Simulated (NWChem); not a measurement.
Correlation energy of tetrafluoromethane (CF4)

```
C
F 1 1.3157
F 1 1.3157 2 109.47
F 1 1.3157 2 109.47 3 120.00
F 1 1.3157 2 109.47 4 120.00
```
Charge 0, spin multiplicity 1.

Program: NWChem. Structure: optimised with PBE0/def2-SVP, a minimum by its harmonic frequencies.

Basis set: 3-21G. Each correlation energy counts from its own Hartree-Fock reference.

The correlated methods keep 5 core orbitals frozen. Coupled-cluster values serve here as a point of comparison, not as the truth.

Task: Order these methods by the correlation energy they give, lowest first: SCS-MP2, CCSD+T(CCSD), CCSD, CR-CCSD[T], MP2, CR-CCSD(T).

Result: CCSD+T(CCSD) (-565.9 mHa), CR-CCSD[T] (-563.9 mHa), CR-CCSD(T) (-562.7 mHa), CCSD (-554.8 mHa), MP2 (-552.9 mHa), SCS-MP2 (-535.5 mHa)
